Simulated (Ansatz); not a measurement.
| atom | x (Å) | y (Å) | z (Å) |
| --- | --- | --- | --- |
| C | 0.0000 | 0.0000 | -1.1214 |
| Cl | 0.0000 | 0.0000 | 0.6560 |
| H | 0.0000 | 1.0293 | -1.4743 |
| H | 0.8914 | -0.5147 | -1.4743 |
| H | -0.8914 | -0.5147 | -1.4743 |

Basis set: pcseg-2 (spherical functions). Charge 0, multiplicity 1.

Computed with Ansatz (development build ahead of 0.2.0); each method stands on the lowest determinant of its kind that the runs found. Restricted functionals stand beside restricted open-shell atoms, which can lie above the unrestricted atoms usual in DFT and then raise those values.

The atomization energy at this shape (free ground-state atoms in the same class of orbitals less the molecule, no zero-point energy) of singlet CH₃Cl:

```json
{"method": "r²SCAN (unrestricted)", "atomization energy": "1655.5 kJ/mol"}
{"method": "PBE0 (restricted)", "atomization energy": "1664.4 kJ/mol"}
```

Q: What does r²SCAN (restricted) give?

A: 1671.7 kJ/mol.

The shape needn't be a minimum at these levels.
